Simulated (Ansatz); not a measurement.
## fcc Ir

All values below come from PBE (Ansatz, a first-principles code, PAW).

Numerical settings: plane-wave cutoff 520 eV, 18×18×18 k mesh, Fermi–Dirac smearing 0.1 eV, perturbation theory, force constants from a 6×6×6 q mesh, no spin polarisation, scalar-relativistic PAW data made under PBE.

Cell: relaxed at this level.

- zero-point energy = 0.026 eV/atom

Spin–orbit coupling is not included.
